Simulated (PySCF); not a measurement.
# C3H4FP: magnetic properties, part 2 of 2

PySCF 2.14.0. Atoms count from 0. The steps go on from the part before.

## Step 6: Magnetic properties: GIAO B3LYP/pcseg-1

Job settings and geometry (Å):

```
{"job": {"kind": "mag", "xc": "B3LYP", "basis": "pcseg-1"}, "charge": 0, "multiplicity": 1}
C     -1.582161    -0.306429    -0.008374
C     -0.285325    -0.355475    -0.350058
C      0.765023     0.252758     0.442391
F      0.316788     0.870731     1.538260
P      2.440833     0.275548     0.165050
H     -1.906059     0.205400     0.900637
H     -2.345935    -0.777366    -0.630658
H      0.035628    -0.868850    -1.259835
H      2.329908    -0.479407    -1.043995
```

Level: GIAO B3LYP/pcseg-1 magnetisability, rotational g tensor and spin-rotation constants, non-relativistic, gas phase.

What it wrote:

```text
coarse grid: 8448 points
cycle   1  E = -557.7553395446  dE =  5.171e-01  |g| = 4.080e-01  |ddm| = 3.184e+00
cycle   2  E = -557.7167231409  dE =  3.862e-02  |g| = 6.185e-01  |ddm| = 7.717e-01
cycle   3  E = -557.7877851119  dE = -7.106e-02  |g| = 8.314e-02  |ddm| = 4.882e-01
cycle   4  E = -557.7893196517  dE = -1.535e-03  |g| = 3.456e-02  |ddm| = 1.136e-01
cycle   5  E = -557.7896094607  dE = -2.898e-04  |g| = 1.099e-02  |ddm| = 3.927e-02
cycle   6  E = -557.7896369401  dE = -2.748e-05  |g| = 3.766e-03  |ddm| = 1.622e-02
cycle   7  E = -557.7896401160  dE = -3.176e-06  |g| = 1.564e-03  |ddm| = 5.800e-03
final grid: 78648 points
cycle   8  E = -557.8295246366  dE = -1.569e-05  |g| = 4.055e-03  |ddm| = 2.337e-02
cycle   9  E = -557.8295176839  dE =  6.953e-06  |g| = 6.866e-03  |ddm| = 1.146e-02
cycle  10  E = -557.8295283072  dE = -1.062e-05  |g| = 1.048e-03  |ddm| = 7.786e-03
cycle  11  E = -557.8295286124  dE = -3.052e-07  |g| = 2.770e-04  |ddm| = 1.451e-03
cycle  12  E = -557.8295286392  dE = -2.680e-08  |g| = 9.219e-05  |ddm| = 5.331e-04
cycle  13  E = -557.8295286411  dE = -1.890e-09  |g| = 3.342e-05  |ddm| = 9.567e-05
cycle  14  E = -557.8295286415  dE = -3.445e-10  |g| = 9.572e-06  |ddm| = 4.999e-05
converged SCF energy = -557.8295286415

Magnetisability tensor (1e-30 J/T^2)
     -728.55       17.51      -13.01
       17.51     -843.37      152.07
      -13.01      152.07     -686.50
isotropic -752.81   principal values    -938.29   -726.33   -593.80
isotropic susceptibility -45.335 1e-6 cm^3/mol

Inertial axes            a          b          c
rot. const./GHz      8.9540     2.6195     2.0266
chi total           -43.702    -35.798    -56.505
chi diamagnetic    -198.567   -510.777   -640.349
chi paramagnetic    154.865    474.978    583.844
quadrupole/D A        2.172      1.428     -3.600
g nuclear            0.5575     0.5478     0.5500
g electronic        -0.6514    -0.5845    -0.5559
g total             -0.0939    -0.0367    -0.0058

Spin-rotation constants (kHz, H = +C I.J)
atom  isotope        aa         bb         cc
  3    19F       17.772      4.842      0.239
  4    31P       15.733      6.975      2.600
  5     1H       -0.742      0.200     -0.232
  6     1H        0.126     -0.076     -0.235
  7     1H       -0.894      0.284     -0.236
  8     1H       -0.859      0.172     -0.229
  0    13C*       3.232      1.037      0.224
  1    13C*       2.864      1.252      0.347
  2    13C*       3.309      2.006      0.514
* in the singly substituted isotopologue
```

Run time: 5.7 s. Hardware: 1 thread of Arm Neoverse V1, shared host; peak memory 0.52 GiB.

In short:

| quantity | value |
| --- | --- |
| magnetisability | -753·10⁻³⁰ J/T² |
| molar susceptibility | -45.3·10⁻⁶ cm³/mol |
| rotational g (a, b, c) | -0.0939, -0.0367, -0.0058 |

## Step 7: Magnetic properties: GIAO B3LYP/6-311G**

The job, as its differences from that of step 6:

```diff
@@ -1,2 +1,2 @@
-{"job": {"kind": "mag", "xc": "B3LYP", "basis": "pcseg-1"}, "charge": 0, "multiplicity": 1}
+{"job": {"kind": "mag", "xc": "B3LYP", "basis": "6-311G**"}, "charge": 0, "multiplicity": 1}
 C     -1.582161    -0.306429    -0.008374
```

Method: GIAO B3LYP/6-311G** magnetisability, rotational g tensor and spin-rotation constants, non-relativistic, gas phase.

What it wrote:

```text
coarse grid: 8448 points
cycle   1  E = -557.9000784759  dE =  5.102e-01  |g| = 5.055e-01  |ddm| = 2.503e+00
cycle   2  E = -557.8440445670  dE =  5.603e-02  |g| = 7.651e-01  |ddm| = 8.567e-01
cycle   3  E = -557.9417229663  dE = -9.768e-02  |g| = 1.077e-01  |ddm| = 5.673e-01
cycle   4  E = -557.9439514396  dE = -2.228e-03  |g| = 5.221e-02  |ddm| = 1.274e-01
cycle   5  E = -557.9445945882  dE = -6.431e-04  |g| = 1.578e-02  |ddm| = 4.596e-02
cycle   6  E = -557.9446511906  dE = -5.660e-05  |g| = 5.887e-03  |ddm| = 1.803e-02
cycle   7  E = -557.9446606655  dE = -9.475e-06  |g| = 2.802e-03  |ddm| = 8.031e-03
final grid: 78648 points
cycle   8  E = -557.9480027816  dE = -6.344e-06  |g| = 8.196e-03  |ddm| = 2.492e-02
cycle   9  E = -557.9479303958  dE =  7.239e-05  |g| = 1.740e-02  |ddm| = 2.288e-02
cycle  10  E = -557.9480207044  dE = -9.031e-05  |g| = 1.484e-03  |ddm| = 1.727e-02
cycle  11  E = -557.9480212902  dE = -5.858e-07  |g| = 3.642e-04  |ddm| = 1.532e-03
cycle  12  E = -557.9480213112  dE = -2.098e-08  |g| = 1.304e-04  |ddm| = 3.259e-04
cycle  13  E = -557.9480213147  dE = -3.531e-09  |g| = 4.372e-05  |ddm| = 1.217e-04
cycle  14  E = -557.9480213154  dE = -6.851e-10  |g| = 1.251e-05  |ddm| = 5.680e-05
converged SCF energy = -557.9480213154

Magnetisability tensor (1e-30 J/T^2)
     -726.94       18.96      -10.19
       18.96     -836.16      156.83
      -10.19      156.83     -675.11
isotropic -746.07   principal values    -934.16   -724.72   -579.33
isotropic susceptibility -44.929 1e-6 cm^3/mol

Inertial axes            a          b          c
rot. const./GHz      8.9540     2.6195     2.0266
chi total           -43.568    -34.963    -56.256
chi diamagnetic    -198.350   -510.642   -640.129
chi paramagnetic    154.781    475.678    583.873
quadrupole/D A        2.127      1.523     -3.650
g nuclear            0.5575     0.5478     0.5500
g electronic        -0.6511    -0.5854    -0.5559
g total             -0.0936    -0.0375    -0.0059

Spin-rotation constants (kHz, H = +C I.J)
atom  isotope        aa         bb         cc
  3    19F       18.768      4.882      0.343
  4    31P       15.654      7.112      2.626
  5     1H       -0.746      0.201     -0.234
  6     1H        0.124     -0.078     -0.236
  7     1H       -0.894      0.290     -0.237
  8     1H       -0.851      0.172     -0.230
  0    13C*       3.303      1.074      0.244
  1    13C*       2.938      1.302      0.369
  2    13C*       3.394      2.041      0.536
* in the singly substituted isotopologue
```

It took 8 s on 1 thread of Arm Neoverse V1, shared host; peak memory 0.55 GiB.

From this job:

| quantity | value |
| --- | --- |
| magnetisability | -746·10⁻³⁰ J/T² |
| molar susceptibility | -44.9·10⁻⁶ cm³/mol |
| rotational g (a, b, c) | -0.0936, -0.0375, -0.0059 |

## Step 8: Magnetic properties: GIAO B3LYP/ANO-RCC-VDZP

The job, as its differences from that of step 7:

```diff
@@ -1,2 +1,2 @@
-{"job": {"kind": "mag", "xc": "B3LYP", "basis": "6-311G**"}, "charge": 0, "multiplicity": 1}
+{"job": {"kind": "mag", "xc": "B3LYP", "basis": "ANO-RCC-VDZP"}, "charge": 0, "multiplicity": 1}
 C     -1.582161    -0.306429    -0.008374
```

Method: GIAO B3LYP/ANO-RCC-VDZP magnetisability, rotational g tensor and spin-rotation constants, non-relativistic, gas phase.

What it wrote:

```text
coarse grid: 8448 points
cycle   1  E = -557.7272866994  dE =  5.369e-01  |g| = 4.548e-01  |ddm| = 4.190e+00
cycle   2  E = -557.6715547647  dE =  5.573e-02  |g| = 7.145e-01  |ddm| = 8.285e-01
cycle   3  E = -557.7675721319  dE = -9.602e-02  |g| = 9.808e-02  |ddm| = 5.827e-01
cycle   4  E = -557.7697618459  dE = -2.190e-03  |g| = 3.893e-02  |ddm| = 1.495e-01
cycle   5  E = -557.7701181234  dE = -3.563e-04  |g| = 1.565e-02  |ddm| = 5.880e-02
cycle   6  E = -557.7701814706  dE = -6.335e-05  |g| = 5.505e-03  |ddm| = 2.470e-02
cycle   7  E = -557.7701906724  dE = -9.202e-06  |g| = 1.782e-03  |ddm| = 9.550e-03
final grid: 78648 points
cycle   8  E = -557.7714513463  dE = -1.174e-05  |g| = 5.788e-03  |ddm| = 2.503e-02
cycle   9  E = -557.7714151627  dE =  3.618e-05  |g| = 1.213e-02  |ddm| = 2.180e-02
cycle  10  E = -557.7714609507  dE = -4.579e-05  |g| = 1.144e-03  |ddm| = 1.652e-02
cycle  11  E = -557.7714613330  dE = -3.823e-07  |g| = 2.816e-04  |ddm| = 1.579e-03
cycle  12  E = -557.7714613473  dE = -1.433e-08  |g| = 1.027e-04  |ddm| = 2.943e-04
cycle  13  E = -557.7714613493  dE = -2.023e-09  |g| = 3.727e-05  |ddm| = 1.357e-04
cycle  14  E = -557.7714613498  dE = -5.022e-10  |g| = 9.649e-06  |ddm| = 6.508e-05
converged SCF energy = -557.7714613498

Magnetisability tensor (1e-30 J/T^2)
     -719.67       20.88       -7.23
       20.88     -830.15      156.63
       -7.23      156.63     -670.02
isotropic -739.94   principal values    -928.22   -717.59   -574.02
isotropic susceptibility -44.561 1e-6 cm^3/mol

Inertial axes            a          b          c
rot. const./GHz      8.9540     2.6195     2.0266
chi total           -43.095    -34.687    -55.899
chi diamagnetic    -198.032   -509.677   -639.506
chi paramagnetic    154.937    474.990    583.608
quadrupole/D A        2.666      0.963     -3.629
g nuclear            0.5575     0.5478     0.5500
g electronic        -0.6518    -0.5845    -0.5556
g total             -0.0942    -0.0367    -0.0056

Spin-rotation constants (kHz, H = +C I.J)
atom  isotope        aa         bb         cc
  3    19F       17.248      4.859      0.080
  4    31P       13.874      6.285      2.357
  5     1H       -0.711      0.210     -0.233
  6     1H        0.140     -0.067     -0.233
  7     1H       -0.868      0.304     -0.230
  8     1H       -0.864      0.171     -0.228
  0    13C*       3.259      1.043      0.235
  1    13C*       2.900      1.270      0.354
  2    13C*       3.356      2.027      0.542
* in the singly substituted isotopologue
```

Wall time 12 s (1 thread of Arm Neoverse V1, shared host); peak memory 0.54 GiB.

In short:

| quantity | value |
| --- | --- |
| magnetisability | -740·10⁻³⁰ J/T² |
| molar susceptibility | -44.6·10⁻⁶ cm³/mol |
| rotational g (a, b, c) | -0.0942, -0.0367, -0.0056 |

## Step 9: Magnetic properties side by side

| level | ξ (10⁻³⁰ J/T²) | g(a) | g(b) | gap (eV) | functions | time |
| --- | --- | --- | --- | --- | --- | --- |
| GIAO OPBE/aug-pcSseg-1 | -741 | -0.0935 | -0.0372 | 2.91 | 173 | 26 s |
| GIAO LDA/aug-pcSseg-1 | -748 | -0.0974 | -0.0383 | 2.85 | 173 | 17 s |
| GIAO B3LYP/STO-3G | -684 | -0.0762 | -0.0368 | 4.49 | 33 | 2.3 s |
| GIAO B3LYP/pcseg-1 | -753 | -0.0939 | -0.0367 | 4.20 | 94 | 5.7 s |
| GIAO B3LYP/6-311G** | -746 | -0.0936 | -0.0375 | 4.20 | 122 | 8 s |
| GIAO B3LYP/ANO-RCC-VDZP | -740 | -0.0942 | -0.0367 | 4.22 | 94 | 12 s |

## Step 10: What came out

This closing draws on all 2 parts.

| quantity | value |
| --- | --- |
| point group | Cs |
| rotational constants (main isotopes) | 8.95, 2.62, 2.03 GHz |
| magnetisability (step 3, GIAO OPBE/aug-pcSseg-1) | -741·10⁻³⁰ J/T² |
| molar susceptibility (step 3, GIAO OPBE/aug-pcSseg-1) | -44.6·10⁻⁶ cm³/mol |
| rotational g (a, b, c) (step 3, GIAO OPBE/aug-pcSseg-1) | -0.0935, -0.0372, -0.0047 |
| surface potential, 1st and 99th percentile | -0.54 V and 1.19 V |
| magnetisability over the levels | -753 to -740·10⁻³⁰ J/T² |

What this shows: The optimisation took 7 steps and gained 0.040 eV; among the close pairs (by a distance rule), P4–H8 changed most, from 1.398 to 1.430 Å. At OPBE/aug-pcSseg-1, counted by nearest atom on the grid, the HOMO lies on P4 42 %; C0, C2 about 18 % each, the LUMO on P4 35 %; C0, C2 about 20 % each. GIAO B3LYP/STO-3G has a minimal basis, so it is left out of the spread where two other levels stand. The magnetisability spreads by 1.7 % over 5 levels, from GIAO B3LYP/pcseg-1 (5.7 s) to GIAO B3LYP/ANO-RCC-VDZP (12 s); the runs took 5.7 s to 26 s. Vibrational averaging and real surroundings are missing from these values.
